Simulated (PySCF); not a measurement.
Species: H₂O.
SMILES: `O`

Method: PySCF 2.14.0, PBE0-D3(BJ)/def2-TZVP geometry optimisation, gas phase.

Take the most abundant isotopes and a rigid rotor. 

Give the principal moments of inertia and the rotational constants in GHz.

Ia = 0.61, Ib = 1.17, Ic = 1.78 u·Å²; 505379 MHz·u·Å²/I gives 828572, 432297 and 284081 MHz, that is A = 828.57, B = 432.30, C = 284.08 GHz.

What kind of rotor is it?

An asymmetric top. Ray's parameter κ = (2B − A − C)/(A − C) = -0.456; −1 is the prolate and +1 the oblate limit.

Give the coordinates in the principal-axis frame, origin at the centre of mass.

The sense of each axis is arbitrary; atoms in the order of the calculation.
| atom | mass (u) | a (Å) | b (Å) | c (Å) |
| --- | --- | --- | --- | --- |
| O1 | 15.995 | 0.000 | 0.065 | 0.000 |
| H2 | 1.008 | -0.762 | -0.518 | 0.000 |
| H3 | 1.008 | 0.762 | -0.518 | 0.000 |

List the rotational levels J(Ka,Kc) to J = 3 (K).

Above 0(0,0), as E/k:
J = 1: 1(0,1) 34.381, 1(1,1) 53.399, 1(1,0) 60.512
J = 2: 2(0,2) 101.491, 2(1,2) 115.047, 2(1,1) 136.387, 2(2,1) 193.441, 2(2,0) 195.092
J = 3: 3(0,3) 198.543, 3(1,3) 206.584, 3(1,2) 249.016, 3(2,2) 296.584, 3(2,1) 304.325, 3(3,1) 410.393, 3(3,0) 410.640
The levels of one J sum to (2J + 1)J(J + 1)(A + B + C)/3.

Predict some low-J microwave lines.

The dipole components are |μa| = 0.00 D, |μb| = 2.07 D, |μc| = 0.00 D; the symmetry axis of this C2v structure is b, so μa and μc vanish by symmetry and there are no a-type or c-type lines. Some lines, for components of 0.1 D or more:

```json
{"type": "b", "branch": "Q", "J(Ka,Kc)": "2(1,1) ← 2(0,2)", "MHz": "727104", "lower level (cm⁻¹)": "70.540"}
{"type": "b", "branch": "Q", "J(Ka,Kc)": "3(2,1) ← 3(1,2)", "MHz": "1152449", "lower level (cm⁻¹)": "173.075"}
{"type": "b", "branch": "Q", "J(Ka,Kc)": "5(2,3) ← 5(1,4)", "MHz": "1367137", "lower level (cm⁻¹)": "400.744"}
{"type": "b", "branch": "Q", "J(Ka,Kc)": "2(2,1) ← 2(1,2)", "MHz": "1633473", "lower level (cm⁻¹)": "79.962"}
{"type": "b", "branch": "Q", "J(Ka,Kc)": "5(3,2) ← 5(2,3)", "MHz": "1878545", "lower level (cm⁻¹)": "446.347"}
{"type": "b", "branch": "Q", "J(Ka,Kc)": "4(3,1) ← 4(2,2)", "MHz": "2059054", "lower level (cm⁻¹)": "315.172"}
{"type": "b", "branch": "Q", "J(Ka,Kc)": "4(2,3) ← 4(1,4)", "MHz": "2200665", "lower level (cm⁻¹)": "227.408"}
{"type": "b", "branch": "Q", "J(Ka,Kc)": "3(3,0) ← 3(2,1)", "MHz": "2215254", "lower level (cm⁻¹)": "211.516"}
{"type": "b", "branch": "R", "J(Ka,Kc)": "4(0,4) ← 3(1,3)", "MHz": "2428196", "lower level (cm⁻¹)": "143.583"}
{"type": "b", "branch": "Q", "J(Ka,Kc)": "5(2,4) ← 5(1,5)", "MHz": "2602706", "lower level (cm⁻¹)": "330.939"}
{"type": "b", "branch": "R", "J(Ka,Kc)": "4(1,4) ← 3(0,3)", "MHz": "2680571", "lower level (cm⁻¹)": "137.994"}
{"type": "b", "branch": "R", "J(Ka,Kc)": "5(0,5) ← 4(1,4)", "MHz": "3065384", "lower level (cm⁻¹)": "227.408"}
{"type": "b", "branch": "Q", "J(Ka,Kc)": "5(4,2) ← 5(3,3)", "MHz": "3245762", "lower level (cm⁻¹)": "504.657"}
{"type": "b", "branch": "R", "J(Ka,Kc)": "3(3,1) ← 2(2,0)", "MHz": "4486140", "lower level (cm⁻¹)": "135.596"}
{"type": "b", "branch": "R", "J(Ka,Kc)": "4(3,2) ← 3(2,1)", "MHz": "5131673", "lower level (cm⁻¹)": "211.516"}
{"type": "b", "branch": "R", "J(Ka,Kc)": "4(4,0) ← 3(3,1)", "MHz": "6166456", "lower level (cm⁻¹)": "285.237"}
{"type": "b", "branch": "R", "J(Ka,Kc)": "5(3,2) ← 4(2,3)", "MHz": "6241490", "lower level (cm⁻¹)": "300.815"}
{"type": "b", "branch": "R", "J(Ka,Kc)": "5(5,1) ← 4(4,0)", "MHz": "7820607", "lower level (cm⁻¹)": "490.928"}
```

Stationary, but not proved a minimum. Constants of a rigid frame at the computed geometry: no zero-point averaging, no centrifugal distortion.
